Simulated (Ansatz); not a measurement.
**AlClFH: molecular dynamics**

Aim: follow the molecule's vibrations and see whether its bonds hold. The start is relaxed first. Runs: 300 steps of 0.5 fs at constant energy, with velocities drawn for 700 K.

Program: Ansatz 0.2.0. Level of theory: RKS B3LYP-D4/def2-SVP. These are calculated values, not measurements.

### Step 1. The structure to begin with

Bond lengths: Al1–F2 1.690 Å, Al1–Cl3 2.230 Å, Al1–H4 1.560 Å. Angles: F2–Al1–Cl3 120.0°, F2–Al1–H4 120.0°, Cl3–Al1–H4 120.0°.

As a file:

```xyz
4

Al    0.0000    0.0000    0.0000
F     0.0000    0.0000    1.6900
Cl    1.9312    0.0000   -1.1150
H    -1.3510    0.0000   -0.7800
```

### Step 2. Relaxing the start

The input, input.yaml:

```yaml
crystal:
  periodic: [false, false, false]
  atoms:
    - { symbol: Al, position_ang: [0.0, 0.0, 0.0] }
    - { symbol: F, position_ang: [0.0, 0.0, 1.69] }
    - { symbol: Cl, position_ang: [1.9312, 0.0, -1.115] }
    - { symbol: H, position_ang: [-1.351, 0.0, -0.78] }
basis:
  gaussian: { orbitals: def2-SVP }
hamiltonian:
  xc: b3lyp
  dispersion: d4
relax:
  f_tol: 0.02
  max_steps: 40
output:
  orbitals: {}
```

Command:

```bash
ansatz run input.yaml --threads 1 --pin off --max-ram 2048MiB --backend cpu --events-out ev --progress --plain --runs-dir out
```

Further steps of the session: The run.

Before running it: what results should come out? Wanted: relaxation of the start; temperature, first and last step; temperature, second half; potential energy, second half; largest change of the total energy; bonds formed or broken.

The runs gave:

| quantity | value |
| --- | --- |
| relaxation of the start | 4 moves, 0.158 eV lower |
| length | 300 steps of 0.5 fs |
| temperature, first and last step | 700 and 392 K |
| temperature, second half | mean 357 K, from 112 to 542 K |
| potential energy, second half | +22 meV/atom from the start |
| largest change of the total energy | 0.03 meV/atom |
| bonds formed or broken | 0 |

The temperature starts at 700 K and averages 357 K in the second half, where it ranges from 112 to 542 K; a mean near half the start is what vibrations about a minimum give, since they share energy equally between motion and strain. The total energy strays from its start by at most 0.03 meV/atom, 0.1 % of the mean kinetic energy, which is good for a step of 0.5 fs. The bonding pattern survives the run. 150 fs on 4 atoms is far too short and small for converged averages. The nuclei move classically, without zero-point motion, which matters most for hydrogen.
